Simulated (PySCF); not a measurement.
# AlH3: structure of the singlet

The task is one start of a wider search on AlH3: the singlet, from a T-shaped start. It is relaxed, tested by its Hessian and followed downhill if it is a saddle.

The runs use PySCF 2.14.0; PBE0, basis Al def2-TZVP, H def2-TZVP, no relativity, density fitting.

## 1. Starting geometry

4 atoms, charge 0, spin multiplicity 1.

Bond lengths: Al1–H2 1.580 Å, Al1–H3 1.580 Å, Al1–H4 1.580 Å. Angles: H2–Al1–H3 88.0°, H2–Al1–H4 88.0°, H3–Al1–H4 176.0°.

```xyz
4
charge 0 multiplicity 1
Al    0.0000    0.0000    0.0000
H     0.0000    0.0000    1.5800
H     1.5790    0.0000    0.0551
H    -1.5790    0.0000    0.0551
```

## 2. The SCF at the typed geometry

The steps below are one call of a driver around PySCF. For each, scf.py gives the equivalent set-up of the SCF; relaxations use the driver's own optimiser. After this first run the driver tries any further starts and a stability analysis.

File scf.py:

```python
from pyscf import gto, scf, dft
mol = gto.M(atom='''
Al     0.000000     0.000000     0.000000
H      0.000000     0.000000     1.580000
H      1.579000     0.000000     0.055100
H     -1.579000     0.000000     0.055100''',
    basis={'Al': 'def2-TZVP', 'H': 'def2-TZVP'},
    charge=0, spin=0)
mf = dft.RKS(mol, xc='PBE0')
mf.grids.atom_grid = (50, 194)
aux = {'Al': 'def2-universal-JKFIT', 'H': 'def2-universal-JKFIT'}
mf = mf.density_fit(auxbasis=aux)
mf.conv_tol = 1e-08
mf.diis_space = 10
mf.max_cycle = 60
mf.init_guess = 'minao'
mf.verbose = 4
mf.kernel()
```

Launch:

```console
OMP_NUM_THREADS=2 python axn.py task.json out
```

What it wrote:

```text
init E= -243.812627012299
  HOMO = -0.279926898921959  LUMO = -0.0882903446605141  gap/eV = 5.21470
cycle= 1 E= -244.005866864907  delta_E= -0.193  |g|= 0.213  |ddm|= 1.38
  HOMO = -0.220672177304953  LUMO = -0.0727764372360376  gap/eV = 4.02445
cycle= 2 E= -244.017747364354  delta_E= -0.0119  |g|= 0.14  |ddm|= 0.405
  HOMO = -0.251634933433072  LUMO = -0.066325616415632  gap/eV = 5.04252
cycle= 3 E= -244.025504893869  delta_E= -0.00776  |g|= 0.00951  |ddm|= 0.164
  HOMO = -0.254620892944583  LUMO = -0.0675150539782867  gap/eV = 5.09141
cycle= 4 E= -244.025522224642  delta_E= -1.73e-05  |g|= 0.00226  |ddm|= 0.00967
  HOMO = -0.253969649871951  LUMO = -0.0673755753508834  gap/eV = 5.07748
cycle= 5 E= -244.025523894381  delta_E= -1.67e-06  |g|= 0.00026  |ddm|= 0.00266
  HOMO = -0.253942097641348  LUMO = -0.0673294158018009  gap/eV = 5.07799
cycle= 6 E= -244.025523920884  delta_E= -2.65e-08  |g|= 3.73e-05  |ddm|= 0.000291
  HOMO = -0.253955682162696  LUMO = -0.0673319002750625  gap/eV = 5.07829
cycle= 7 E= -244.025523921649  delta_E= -7.65e-10  |g|= 1.03e-05  |ddm|= 7.63e-05
  HOMO = -0.253954871047899  LUMO = -0.0673308568193613  gap/eV = 5.07830
Extra cycle  E= -244.025523921694  delta_E= -4.5e-11  |g|= 5.42e-06  |ddm|= 2.07e-05
converged SCF energy = -244.025523921694
```

This step, with its further starts and checks, took 1.4 s on 2 threads of Arm Neoverse N1, shared host.

No lower closed-shell solution turned up in the test of internal stability.

## 3. Relaxing the singlet from the T-shaped start

The program finds C2v symmetry in the start, which this walk keeps. Threshold on the gradient: 0.0003 Eh/bohr, with a further test on the energy change.

scf.py: that of step 2 with these lines changed.

```diff
@@ -3,4 +3,4 @@
-Al     0.000000     0.000000     0.000000
-H      0.000000     0.000000     1.580000
-H      1.579000     0.000000     0.055100
-H     -1.579000     0.000000     0.055100''',
+Al     0.000000     0.000000    -0.056771
+H      0.000000     0.000000     1.523229
+H      1.579000     0.000000    -0.001671
+H     -1.579000     0.000000    -0.001671''',
@@ -16 +15,0 @@
-mf.init_guess = 'minao'
```

Steps of the walk:

```
step  energy (Eh)  change (kJ/mol)  largest symmetric gradient (Eh/bohr)
   0  -244.025524             0.00                               0.04159
   1  -244.052609           -71.11                               0.03500
   2  -244.070224          -117.36                               0.02326
   3  -244.074494          -128.57                               0.01769
   4  -244.078483          -139.04                               0.00887
   5  -244.078732          -139.70                               0.00120
   6  -244.078760          -139.77                               0.00068
   7  -244.078762          -139.78                               0.00024
```

The walk took 4.3 s.

Geometry (Å) and forces (eV/Å) at some steps:

```
step 0
Al   0.000   0.000  -0.057   0.000   0.000   2.139
H    0.000   0.000   1.523   0.000   0.000   0.713
H    1.579   0.000  -0.002   0.131   0.000  -1.426
H   -1.579   0.000  -0.002  -0.131   0.000  -1.426
step 1
Al   0.000   0.000   0.085   0.000   0.000   1.800
H    0.000   0.000   1.675   0.000   0.000   0.275
H    1.592   0.000  -0.148  -0.452   0.000  -1.037
H   -1.592   0.000  -0.148   0.452   0.000  -1.037
step 4
Al   0.000   0.000   0.338   0.000   0.000   0.456
H    0.000   0.000   1.938   0.000   0.000  -0.150
H    1.389   0.000  -0.406   0.061   0.000  -0.153
H   -1.389   0.000  -0.406  -0.061   0.000  -0.153
step 7
Al   0.000   0.000   0.366   0.000   0.000   0.012
H    0.000   0.000   1.952   0.000   0.000  -0.011
H    1.373   0.000  -0.427   0.001   0.000  -0.001
H   -1.373   0.000  -0.427  -0.001   0.000  -0.001
```

It settles in D3h symmetry, 139.8 kJ/mol below the start, after 7 steps: Al–H 1.586 Å (×3); H–Al–H 120.0° (×3).

## 4. Frequencies

The point is checked on the finer grid, and tightened if its gradient asks for it. The Hessian and the dipole derivatives come from central differences of analytic gradients, with steps of 0.02 bohr.

scf.py: that of step 3 with these lines changed.

```diff
@@ -3,4 +3,4 @@
-Al     0.000000     0.000000    -0.056771
-H      0.000000     0.000000     1.523229
-H      1.579000     0.000000    -0.001671
-H     -1.579000     0.000000    -0.001671''',
+Al     0.000000     0.000000     0.000000
+H      0.000000     0.000000     1.586156
+H      1.373651     0.000000    -0.793078
+H     -1.373651     0.000000    -0.793078''',
@@ -10 +10 @@
-mf.grids.atom_grid = (50, 194)
+mf.grids.atom_grid = (75, 302)
@@ -13 +13 @@
-mf.conv_tol = 1e-08
+mf.conv_tol = 1e-10
```

The driver hands on the density of the step before, so the log starts near convergence.

Log of the central SCF (cycles and frontier levels):

```text
init E= -244.078748571313
  HOMO = -0.315159643119359  LUMO = -0.0642521122915625  gap/eV = 6.82754
cycle= 1 E= -244.078748571312  delta_E= 6.25e-13  |g|= 1.08e-07  |ddm|= 1.46e-07
  HOMO = -0.315159630675735  LUMO = -0.0642521042807331  gap/eV = 6.82754
Extra cycle  E= -244.078748571314  delta_E= -1.36e-12  |g|= 6.11e-08  |ddm|= 7.76e-08
converged SCF energy = -244.078748571314
```

The whole step took 7.5 s.

Geometry: D3h; Al–H 1.586 Å (×3); H–Al–H 120.0° (×3).

Modes, for the most abundant isotopes:

| symmetry | ω (cm⁻¹) | IR (km/mol) | μ (u) |
| --- | --- | --- | --- |
| a2'' | 704 | 327 | 1.12 |
| e' | 788 | 424 | 1.06 |
| a1' | 1924 | 0.0 | 1.01 |
| e' | 1933 | 519 | 1.06 |

All wavenumbers are real: a minimum.

Constants and moments:

| Quantity | Value |
| --- | --- |
| Dipole moment | 0.00 D |
| Highest occupied level | -8.58 eV |
| Lowest empty level | -1.75 eV |
| Rotational constants | 4.432, 4.432, 2.216 cm⁻¹ |
| Zero-point energy | 48.3 kJ/mol |
| Principal polarisabilities | 25.2, 32.4, 32.4 bohr³ |
| Atomisation energy without zero-point energy | 858 kJ/mol |
| Principal traceless quadrupole moments about the centre of mass | -3.27, -3.27, 6.53 D Å |
| Entropy at 298.15 K and 1 bar | 207.5 J/(mol K) |
| Heat capacity Cp at 298.15 K | 42.5 J/(mol K) |
| Enthalpy at 298.15 K above 0 K | 10.64 kJ/mol |
| Rotational symmetry number | 6 |

Charges (e) and bond orders:

| atom | Mulliken | Löwdin | polar tensor | Mayer order to Al1 |
| --- | --- | --- | --- | --- |
| Al1 | 0.31 | 0.37 | 1.08 | – |
| H2,3,4 | -0.10 | -0.12 | -0.36 | 0.94 |

Mulliken populations on Al1: s 5.17, p 7.35, d 0.15, f 0.02.

## 5. Outcome

```
                                 quantity                                        value
                                  minimum                                 singlet, D3h
                                 geometry        Al–H 1.586 Å (×3); H–Al–H 120.0° (×3)
                       wavenumbers (cm⁻¹)  704 (a2''), 788 (e'), 1924 (a1'), 1933 (e')
                            dipole moment                                       0.00 D
     highest occupied, lowest empty level                              -8.58, -1.75 eV
               polar-tensor charge of Al1                                      +1.08 e
                        zero-point energy                                  48.3 kJ/mol
                      entropy at 298.15 K                              207.5 J/(mol K)
atomisation energy (no zero-point energy)                                   858 kJ/mol
```

In words: From C2v at the start the molecule goes to a D3h minimum. In the infrared the band at 1933 cm⁻¹ (e', stretch) leads. Al1 has a polar-tensor charge of +1.1 e (a dipole derivative, not a static charge), yet symmetry cancels the bond dipoles. Other starts or spin states, not run here, may lie lower.

The search up to here took 14 s.
